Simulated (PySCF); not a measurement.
Species: C4H3FS.
SMILES with atom numbers: `[F:1][c:2]1[cH:3][cH:4][cH:5][s:6]1` (hydrogens: H7 on C3; H8 on C4; H9 on C5)

Cartesian coordinates in Å at the PBE0-D3(BJ)/def2-SVP level; atoms count from 1:
```xyz
9
C4H3FS angstrom
F      1.7898    0.7536   -1.7666
C      0.8602    0.4735   -0.8739
C      0.5636   -0.7484   -0.3474
C     -0.5046   -0.6524    0.5936
C     -0.9781    0.6212    0.7430
S     -0.1325    1.7468   -0.2547
H      1.0895   -1.6615   -0.6241
H     -0.9073   -1.5058    1.1406
H     -1.7805    0.9730    1.3894
```

Method used: core-valence-separated Tamm–Dancoff BHandHLYP/aug-pcX-1 (pcseg-1 on H, def2-SVPD on S) in PySCF, non-relativistic, gas phase, PBE0-D3(BJ)/def2-SVP geometry. BHandHLYP without relativity tends to put these K edges a few eV too low, so spacings mean more than positions.

The lowest roots of each edge with f over 0.003 (five at most, numbered afresh; weaker and dark ones are left out), with transition dipoles (au) in the frame of the coordinates:

```json
{"root": "1", "edge": "C", "E (eV)": "283.40", "f": "0.0518", "μx": "-0.0571", "μy": "-0.0137", "μz": "-0.0634"}
{"root": "2", "edge": "C", "E (eV)": "283.60", "f": "0.0554", "μx": "-0.0590", "μy": "-0.0140", "μz": "-0.0656"}
{"root": "3", "edge": "C", "E (eV)": "283.71", "f": "0.0587", "μx": "0.0606", "μy": "0.0143", "μz": "0.0675"}
{"root": "4", "edge": "C", "E (eV)": "285.52", "f": "0.0679", "μx": "0.0648", "μy": "0.0154", "μz": "0.0726"}
{"root": "5", "edge": "C", "E (eV)": "285.67", "f": "0.0374", "μx": "0.0270", "μy": "0.0572", "μz": "-0.0365"}
{"root": "6", "edge": "F", "E (eV)": "686.41", "f": "0.0240", "μx": "0.0300", "μy": "0.0059", "μz": "-0.0222"}
{"root": "7", "edge": "F", "E (eV)": "686.44", "f": "0.0091", "μx": "-0.0094", "μy": "-0.0025", "μz": "-0.0212"}
{"root": "8", "edge": "F", "E (eV)": "687.88", "f": "0.0143", "μx": "-0.0211", "μy": "-0.0038", "μz": "0.0197"}
{"root": "9", "edge": "F", "E (eV)": "688.25", "f": "0.0030", "μx": "-0.0099", "μy": "0.0034", "μz": "0.0082"}
{"root": "10", "edge": "F", "E (eV)": "688.92", "f": "0.0046", "μx": "0.0026", "μy": "0.0152", "μz": "-0.0056"}
```

**Question.** What is the unit vector of the normal of the molecular plane, and which share of each root's |μ|² lies along it?

**Answer.** (0.66, 0.16, 0.73), up to sign.

| root | core hole on | share along it | final orbital under reflection in the plane |
| --- | --- | --- | --- |
| 1 | C4 | 1.00 | odd |
| 2 | C5 | 1.00 | odd |
| 3 | C3 | 1.00 | odd |
| 4 | C2 | 1.00 | odd |
| 5 | C5 | 0.00 | even |
| 6 | F1 | 0.01 | even |
| 7 | F1 | 0.90 | – |
| 8 | F1 | 0.00 | even |
| 9 | F1 | 0.00 | even |
| 10 | F1 | 0.00 | even |

The 1s orbitals of atoms in the plane are even under the reflection, so light polarised along the normal reaches odd orbitals alone (the out-of-plane π set) and light polarised in the plane even ones.

**Question.** For fixed molecules, how does the intensity of root 1 change when the electric field is turned 60° away from the normal of the molecular plane?

**Answer.** Intensity goes as (E·μ)², and μ lies along that direction, so it falls to cos²60° = 0.25 of its maximum; it vanishes at 90°.

**Question.** Molecules are fixed in this frame and the field points along (0, 1, 1)/√2. What effective strengths 3 f cos²θ do the roots have (θ between field and μ)?

**Answer.** root 1 (C4): 0.062, root 2 (C5): 0.066, root 3 (C3): 0.070, root 4 (C2): 0.081, root 5 (C5): 0.005, root 6 (F1): 0.007, root 7 (F1): 0.014, root 8 (F1): 0.006, root 9 (F1): 0.003, root 10 (F1): 0.002. Root 4 is the strongest. Averaged over all orientations cos²θ is 1/3, which gives f back.

